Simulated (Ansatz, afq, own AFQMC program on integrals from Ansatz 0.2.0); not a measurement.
AlH, triplet: AFQMC among the cluster methods

```xyz
2

Al    0.0000    0.0000    0.0000
H     0.0000    0.0000    2.2240
```

Basis cc-pVTZ. Only valence electrons are correlated. Integrals, coupled cluster, full CI and functionals: Ansatz 0.2.0; the random walks run on the same integrals in our own AFQMC program. ph-AFQMC/CISD is guided by a CISD state made of CCSD amplitudes; releasing the constraint for a short imaginary time cuts its bias at the price of noise, slowly where states lie close. Uncertainties: one standard error, sampling alone.

Determinant: ROHF, the one that the program's search chose, which needn't be the lowest solution. The geometry is a point of a scan.

Full CI on the same integrals is exact in this basis and with this determinant's frozen core.

Cautions: lower spins were not checked; a spin-contaminated unrestricted determinant lies lower (UHF 320 meV lower, ⟨S²⟩ 2.10); strong correlation (T1 0.082, weight of the determinant 0.87, largest double 0.12); the released energies are still falling, so no released level is given (meV from the phaseless value at times in 1/Eh: -1.2 ± 1.4 at 0.24, -2.8 ± 1.3 at 0.51, -4.5 ± 1.2 at 0.99, -8.7 ± 0.7 at 1.62, -10.0 ± 0.7 at 2.40).

```
T1 diagnostic                               : 0.0821
weight of the determinant in the CISD state : 0.869
size of the correlated space                : 4 electrons in 43 orbitals
```

Reference: full CI, correlation energy -1.970 eV. The cautions show a poor starting determinant, so the rows tell how each method copes with it here, and full CI is the sure value.

| level | E − E(reference) (kJ/mol) | share of correlation (%) |
| --- | --- | --- |
| HF | 190.1 | 0.00 |
| MP2 | 61.5 | 67.65 |
| CCSD | 7.5 | 96.04 |
| CCSD(T) | 2.1 | 98.89 |
| CCSDT | 0.1 | 99.92 |
| CCSDT(Q) | 0.0 | 99.98 |
| ph-AFQMC/CISD | 1.2 ± 0.1 | 99.36 |

CCSDT and higher add their correlation energy to the determinant of the CCSD(T) run, since their own runs factorise the integrals more tightly (a shift of under 2 meV). A walk keeps the symmetry of its determinant, which the program's search chose and which needn't be the lowest solution, so a lower state of the same spin and another symmetry isn't excluded.
